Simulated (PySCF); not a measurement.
## Which basis set comes closest?

Molecule: Fluoroacetylene, C2HF.

Numbering as in the mapped SMILES `[CH:1]#[C:2][F:3]`; H(Xn) means a hydrogen on atom n.

Geometry PBE0-D3(BJ)/def2-SVP throughout; GIAO in PySCF, gas phase, one conformer, non-relativistic; equivalent atoms averaged; functional PBE0.

Reference values (HF/multiwavelet basis limit; gas (isolated, no vibration); Jensen, Fla, Jonsson, Monstad, Ruud, Frediani, PCCP 2016, 18, 21145): σ(C1) = 176.0 ppm, σ(C2) = 99.9 ppm, σ(H(C1)) = 30.51 ppm, σ(F3) = 428.1 ppm.

Question: How do the basis sets STO-3G, 6-31G, pcSseg-0, 6-31G*, def2-SVP, cc-pVDZ, pcSseg-1, aug-cc-pVDZ, 6-311+G(2d,p), def2-TZVP, cc-pVTZ, IGLO-III, pcSseg-2, pcSseg-3 perform against the reference? Times are CPU seconds on shared hosts with different chips, so compare them loosely.

Answer: 
| basis set | functions | C1 | C2 | H(C1) | F3 | mean abs. error C | abs. error H | abs. error F | core-s |
| --- | --- | --- | --- | --- | --- | --- | --- | --- | --- |
| STO-3G | 16 | 204.1 | 165.1 | 31.07 | 417.4 | 46.6 | 0.56 | 10.7 | 0.64 |
| 6-31G | 29 | 180.7 | 119.2 | 31.25 | 395.8 | 12.0 | 0.74 | 32.3 | 1.2 |
| pcSseg-0 | 29 | 165.6 | 94.8 | 31.33 | 403.1 | 7.8 | 0.82 | 25.0 | 1.4 |
| 6-31G* | 44 | 181.2 | 115.5 | 31.10 | 403.2 | 10.4 | 0.59 | 24.9 | 1.4 |
| def2-SVP | 47 | 178.1 | 110.5 | 30.58 | 412.6 | 6.3 | 0.07 | 15.5 | 1.5 |
| cc-pVDZ | 47 | 181.3 | 113.1 | 30.43 | 405.0 | 9.2 | 0.08 | 23.1 | 2.1 |
| pcSseg-1 | 56 | 169.4 | 90.0 | 30.06 | 396.6 | 8.2 | 0.45 | 31.5 | 2.7 |
| aug-cc-pVDZ | 78 | 182.1 | 109.3 | 30.30 | 402.7 | 7.7 | 0.21 | 25.4 | 2.7 |
| 6-311+G(2d,p) | 87 | 173.8 | 92.9 | 30.47 | 400.1 | 4.6 | 0.04 | 28.0 | 2.5 |
| def2-TZVP | 99 | 175.3 | 93.3 | 30.50 | 402.4 | 3.6 | 0.01 | 25.7 | 2.9 |
| cc-pVTZ | 104 | 174.0 | 94.3 | 30.27 | 397.7 | 3.8 | 0.24 | 30.4 | 3.5 |
| IGLO-III | 115 | 170.8 | 88.3 | 30.31 | 400.4 | 8.4 | 0.20 | 27.7 | 4.1 |
| pcSseg-2 | 122 | 170.3 | 87.8 | 30.20 | 399.8 | 8.9 | 0.31 | 28.3 | 2.6 |
| pcSseg-3 | 249 | 170.2 | 87.3 | 30.14 | 399.8 | 9.2 | 0.37 | 28.3 | 13 |

For ¹³C the closest is def2-TZVP (3.6 ppm, with cc-pVTZ practically level) and the furthest STO-3G (46.6 ppm).

For ¹H the closest is def2-TZVP (0.01 ppm) and the furthest pcSseg-0 (0.82 ppm).

For ¹⁹F the closest is STO-3G (10.7 ppm) and the furthest 6-31G (32.3 ppm). Where a smaller basis beats a larger one, errors probably cancel; the largest sets show where the functional converges. One molecule is a small sample, and the reference may use another geometry.

A small basis that lands close on one nucleus may do so by chance; judge by the trend and by all nuclei.
